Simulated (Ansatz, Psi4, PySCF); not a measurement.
Species: C2H2N (charge 0, doublet). SMILES: [CH2]C#N
Coordinates optimised at B3LYP-D3(BJ)/def2-TZVP (Ansatz, a quantum-chemistry and plane-wave program):
```xyz
5

C     -0.0090    -0.1659    -1.1772
C      0.0014     0.0261     0.1854
N      0.0103     0.1888     1.3399
H      0.9204    -0.2159    -1.7250
H     -0.9467    -0.2673    -1.7035
```
Charge 0, spin multiplicity 2.

Wanted: atomisation energy, in kcal/mol. Set-up: six Cartesian d functions in 6-31G* and its kin unless marked 5d; atomisation electronic, to ground-state atoms; dispersion terms only where a functional's name holds one; UHF or UKS for open shells; spin-orbit terms left out; 6-311+G** with 5d; non-relativistic. First-principles rows: single points at B3LYP-D3(BJ) geometries (Ansatz). A UHF reference is markedly spin-contaminated in at least one set, which strains HF and MP2.

```json
[
 {"level": "HF/STO-3G", "program": "Ansatz", "atomisation energy (kcal/mol)": "374.7"},
 {"level": "SVWN5/6-31G*", "program": "Ansatz", "atomisation energy (kcal/mol)": "593.2"},
 {"level": "PBE/def2-SVP", "program": "Ansatz", "atomisation energy (kcal/mol)": "540.6"},
 {"level": "B3LYP/STO-3G", "program": "Ansatz", "atomisation energy (kcal/mol)": "544.3"},
 {"level": "B3LYP/cc-pVDZ", "program": "Ansatz", "atomisation energy (kcal/mol)": "506.2"},
 {"level": "B3LYP/6-311+G**", "program": "Ansatz", "atomisation energy (kcal/mol)": "511.6"},
 {"level": "M06-2X/6-311+G**", "program": "PySCF", "atomisation energy (kcal/mol)": "507.1"},
 {"level": "wB97X-D/6-31G*", "program": "Psi4", "atomisation energy (kcal/mol)": "509.0"},
 {"level": "B3PW91/6-31G* (5d)", "program": "PySCF", "atomisation energy (kcal/mol)": "514.2"},
 {"level": "PBE0/def2-TZVPD", "program": "Ansatz", "atomisation energy (kcal/mol)": "518.6"},
 {"level": "wB97X-V/def2-TZVPD", "program": "Ansatz", "atomisation energy (kcal/mol)": "512.8"}
]
```

No value to compare with is used here. The 9 habitual levels span 374.7 (HF/STO-3G) to 593.2 kcal/mol (SVWN5/6-31G*); wB97X-V/def2-TZVPD gives 512.8.

The levels are drawn from those run, B3LYP/6-31G* more often than the rest, none by its result; runs whose electronic state is in doubt are left out.
